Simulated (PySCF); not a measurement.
Method: core-valence-separated Tamm–Dancoff BHandHLYP/aug-pcX-1 (pcseg-1 on H, def2-SVPD on P) in PySCF, non-relativistic, gas phase, PBE0-D3(BJ)/def2-SVP geometry. Absolute energies from this functional tend to lie a few eV below measured edges; no shift was applied.

Main lines of an unknown, eV (oscillator strength): C K: 285.6 (0.029), 285.7 (0.007), 285.7 (0.040), 285.9 (0.017), 286.0 (0.025); O K: 530.5 (0.030), 531.7 (0.023), 532.4 (0.016), 533.3 (0.008), 533.5 (0.004). Listed: the first five lines at most of each edge with a tenth or more of its strongest line's intensity; roots within 0.03 eV on the same or equivalent atoms are summed. Only the lowest roots were sought, and the top ones are left out.

Question: Which candidate gives them?
A. `CPC(C)=O`
B. `C[C@@H]1C[P@@H]1=O`

Answer: B. 

- `C[C@@H]1C[P@@H]1=O`: C K: 285.6 (0.029), 285.7 (0.007), 285.7 (0.040), 285.9 (0.017), 286.0 (0.025); O K: 530.5 (0.030), 531.7 (0.023), 532.4 (0.016), 533.3 (0.008), 533.5 (0.004). First C line listed at 285.6 eV, hole on the sp3 carbon bound to phosphorus; first O line listed at 530.5 eV, hole on the phosphoryl oxygen.
- `CPC(C)=O`: C K: 283.4 (0.079), 285.3 (0.014), 285.7 (0.010), 285.9 (0.021), 286.3 (0.032); O K: 528.5 (0.050). First C line listed at 283.4 eV, hole on the carbonyl carbon (1s→π*); first O line listed at 528.5 eV, hole on the carbonyl oxygen (1s→π*).

One conformer each; other structures than these candidates weren't tested.
